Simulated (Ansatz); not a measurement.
# CH4BCl: the cost of one run

Program: Ansatz 0.2.0. Level of theory: RKS PBE-D4/def2-SVP. These are calculated values, not measurements.

## 1. Starting point

Bond lengths: B1–Cl2 1.860 Å, B1–C3 1.600 Å, C3–H4 1.110 Å, C3–H5 1.110 Å, C3–H6 1.110 Å, B1–H7 1.190 Å. Angles: Cl2–B1–C3 120.0°, Cl2–B1–H7 120.0°, C3–B1–H7 120.0°, B1–C3–H4 109.5°, B1–C3–H5 109.5°, B1–C3–H6 109.5°, H4–C3–H5 109.4°, H4–C3–H6 109.4°, H5–C3–H6 109.4°.

Coordinates:

```xyz
7

B     0.0000    0.0000    0.0000
Cl    0.0000    0.0000    1.8600
C     1.3856    0.0000   -0.8000
H     1.7152   -1.0462   -0.9702
H     1.2491    0.5080   -1.7774
H     2.1552    0.5381   -0.2082
H    -1.0305    0.0000   -0.5950
```

## 2. Preparing the start

File input.yaml:

```yaml
crystal:
  periodic: [false, false, false]
  atoms:
    - { symbol: B, position_ang: [0.0, 0.0, 0.0] }
    - { symbol: Cl, position_ang: [0.0, 0.0, 1.86] }
    - { symbol: C, position_ang: [1.3856, 0.0, -0.8] }
    - { symbol: H, position_ang: [1.7152, -1.0462, -0.9702] }
    - { symbol: H, position_ang: [1.2491, 0.508, -1.7774] }
    - { symbol: H, position_ang: [2.1552, 0.5381, -0.2082] }
    - { symbol: H, position_ang: [-1.0305, 0.0, -0.595] }
basis:
  gaussian: { orbitals: def2-SVP }
hamiltonian:
  xc: pbe
  dispersion: d4
relax:
  f_tol: 0.02
  max_steps: 40
output:
  orbitals: {}
```

Started as:

```console
> ansatz run input.yaml --threads 1 --pin off --max-ram 2048MiB --backend cpu --events-out ev --progress --plain --runs-dir out
```

**Question.** How long does this run take on 1 thread of Arm Neoverse V2, shared host, and how much memory does it need?

About 17 s, with a peak of 0.12 GiB.
